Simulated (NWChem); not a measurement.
System: hydrazine (N2H4); SMILES NN

```xyz
6

N     -0.0584     0.6990     0.0738
N      0.0584    -0.6990     0.0738
H      0.8426     1.1052     0.3138
H     -0.3357     1.0835    -0.8307
H     -0.8426    -1.1052     0.3138
H      0.3357    -1.0835    -0.8307
```
Atoms are numbered in this order, from 1.

The geometry was optimised at PBE0/def2-SVP.

Symmetry labels are those of C2 in the frame above (b1 and b2, or b-type labels, depend on it).

Q: List the 4 lowest vertical singlet excitations from PBE/6-31G* (spherical d), TDA (NWChem).

A: 
| state | energy (eV) | oscillator strength | symmetry | leading excitation (squared amplitude) |
|---|---|---|---|---|
| S1 | 6.78 | 0.000 | a | HOMO → LUMO (0.99) |
| S2 | 6.86 | 0.025 | b | HOMO−1 → LUMO (0.98) |
| S3 | 7.65 | 0.022 | a | HOMO−1 → LUMO+1 (0.98) |
| S4 | 7.68 | 0.027 | b | HOMO → LUMO+1 (0.98) |
